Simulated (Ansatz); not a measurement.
Input file:

```yaml
crystal:
  periodic: [false, false, false]
  atoms:
    - {symbol: Ge, position_ang: [0.000000, -0.561222, 1.785854]}
    - {symbol: Na, position_ang: [0.000000, -0.483823, -3.477577]}
    - {symbol: H, position_ang: [0.000000, 1.045045, 1.691724]}
basis:
  gaussian: {orbitals: cc-pVDZ}
magnetization: {spin_polarized: true, initial_magnetization: 0}
correlation: {method: ccsdt_q, electrons: outside_noble_gas}
```

```sh
$ ansatz run in.yaml --threads 1 --pin off --events-out ev --progress --plain --max-ram 2393MiB
```

Log:

```
938 factors; integrals over basis functions are off by at most 1.7e-7 eV
mean field evaluation 1: about -60889.5916 eV, gradient 3.5e0 eV
mean field evaluation 2: about -60889.5989 eV, gradient 3.5e0 eV
mean field evaluation 4: about -60889.8105 eV, gradient 5.8e-1 eV
mean field evaluation 8: about -60889.8172 eV, gradient 1.2e-3 eV
mean field evaluation 16: about -60889.9059 eV, gradient 5.8e-1 eV
mean field evaluation 32: about -60890.6395 eV, gradient 1.9e0 eV
mean field evaluation 64: about -60889.8172 eV, gradient 1.6e-3 eV
mean field evaluation 96: about -60890.7894 eV, gradient 5.7e0 eV
mean field evaluation 128: about -60891.2754 eV, gradient 2.5e0 eV
mean field evaluation 160: about -60891.3561 eV, gradient 2.7e-1 eV
...
mean field -60891.35929943 eV, -2237.7161806084 hartree, gradient 2.4e-10 eV, S^2 0.992373; 29 other end points of the search recorded, 0 dependent functions left out
determinant -60891.35929943 eV, -2237.7161806084 hartree, with singles and doubles -60893.62897809 eV, -2237.7995897606 hartree
determinant -60891.35645813 eV, -2237.7160761926 hartree, with singles and doubles -60893.62390644 eV, -2237.7994033811 hartree
determinant -60889.61598588 eV, -2237.6521150169 hartree, with singles and doubles -60892.06416917 eV, -2237.7420840934 hartree
determinant -60889.46388323 eV, -2237.6465253478 hartree, with singles and doubles -60891.73882383 eV, -2237.7301278727 hartree
determinant -60889.43931617 eV, -2237.6456225251 hartree, with singles and doubles -60891.79557057 eV, -2237.7322132768 hartree
determinant -60889.41110203 eV, -2237.6445856744 hartree, with singles and doubles -60891.83172653 eV, -2237.7335419840 hartree
determinant -60889.38446088 eV, -2237.6436066303 hartree, with singles and doubles -60891.65184860 eV, -2237.7269315921 hartree
determinant -60889.33627834 eV, -2237.6418359546 hartree, with singles and doubles -60892.68127795 eV, -2237.7647624230 hartree
determinant -60889.33454714 eV, -2237.6417723343 hartree, with singles and doubles -60891.61165357 eV, -2237.7254544520 hartree
determinant -60889.31136035 eV, -2237.6409202351 hartree, with singles and doubles -60891.57296787 eV, -2237.7240327786 hartree
determinant -60889.09017402 eV, -2237.6327917874 hartree, with singles and doubles -60891.09853512 eV, -2237.7065976967 hartree
determinant -60889.03655783 eV, -2237.6308214290 hartree, with singles and doubles -60890.99791274 eV, -2237.7028998923 hartree
determinant -60889.01156213 eV, -2237.6299028540 hartree, with singles and doubles -60890.99447523 eV, -2237.7027735662 hartree
determinant -60888.95412967 eV, -2237.6277922501 hartree, with singles and doubles -60891.32388744 eV, -2237.7148792417 hartree
determinant -60888.26280840 eV, -2237.6023866619 hartree, with singles and doubles -60891.33802722 eV, -2237.7153988690 hartree
determinant -60888.15390844 eV, -2237.5983846623 hartree, with singles and doubles -60891.02915017 eV, -2237.7040478470 hartree
determinant -60891.35929943 eV, -2237.7161806084 hartree, with singles and doubles -60893.63002350 eV, -2237.7996281788 hartree
determinant -60891.35645813 eV, -2237.7160761926 hartree, with singles and doubles -60893.62381547 eV, -2237.7994000379 hartree
determinant -60889.81721953 eV, -2237.6595102173 hartree, with singles and doubles -60893.48570895 eV, -2237.7943247169 hartree
19 core orbitals not correlated: weight in the atoms' cores, before any rotation towards them, 1.000 or more for the frozen orbitals, at most 0.000 for the correlated occupied ones
reference -60891.35929943 eV, -2237.7161806084 hartree; 3, 3 occupied and 28, 28 virtual orbitals, 938 factors
second order -1.67076721 eV of doubles, -0.00000000 eV of singles
...
cycle  29  -2.34166962 eV  change   -3.4e-6 eV  update   1.3e-5
cycle  30  -2.34167261 eV  change   -3.0e-6 eV  update   6.9e-6
cycle  31  -2.34167456 eV  change   -2.0e-6 eV  update   4.2e-6
cycle  32  -2.34167622 eV  change   -1.7e-6 eV  update   3.4e-6
cycle  33  -2.34167712 eV  change   -8.9e-7 eV  update   2.8e-6
cycle  34  -2.34167743 eV  change   -3.1e-7 eV  update   3.6e-6
cycle  35  -2.34167753 eV  change   -1.0e-7 eV  update   4.8e-6
cycle  36  -2.34167757 eV  change   -4.2e-8 eV  update   2.7e-6
cycle  37  -2.34167766 eV  change   -8.5e-8 eV  update   2.4e-6
cycle  38  -2.34167765 eV  change    9.6e-9 eV  update   4.9e-7
perturbative correction -0.00729287 eV, -0.0002680081 hartree
Total energy: -60893.70826995 eV, -2237.8025036828 hartree
```

The determinant's ⟨S²⟩ is 0.99 against 0.00 for a pure state. The T1 diagnostic is 0.044.

Ran on 1 thread of Arm Neoverse V1, shared host: 33 s wall, 0.22 GiB peak host memory.
